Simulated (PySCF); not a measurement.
Which determinant of AlH⁺ lies lowest?

Unrestricted PBE0; PySCF, no relativity, basis sets Al 3-21G, H 3-21G. Outer shells of the fragments: Al+ 3s2; H 1s1.

Followed along the bond (rough minima from three points):

```
2Ms+1   unpaired  ⟨S²⟩ at the start  R at minimum (Å)  Te (eV)
    2        σ ↑               0.76              1.65     0.00
    4  σ ↑↑, π ↑               3.75  none in the scan   ≤ 5.81
```

Solutions found at the starting distance of 1.615 Å, counted from the lowest of them; the search is not exhaustive and high or unbound solutions are not listed, so other states can lie among these:

| 2Ms+1 | unpaired | term | E (eV) | ⟨S²⟩ | ⟨Lz²⟩ | μ (D) |
| --- | --- | --- | --- | --- | --- | --- |
| 2 | σ ↑ | ²Σ⁺ | 0.00 | 0.76 | 0.00 | -0.31 |
| 2 | π ↑ | ²Π | 3.34 | 0.82 | 1.00 | -1.34 |
| 4 | σ ↑↑, π ↑ | ⁴Π | 6.26 | 3.75 | 1.00 | 2.33 |

A term symbol is given only where ⟨S²⟩ and ⟨Lz²⟩ are close to those of a pure state; real π, δ and φ orbitals otherwise mix terms. A positive dipole points towards H; it is taken about the centre of mass and depends on that origin.

Counting both spins, an empty level lies below a filled one in some of these solutions, because spin and occupation are held. 3-21G is very small, so such numbers show the basis as much as the molecule.
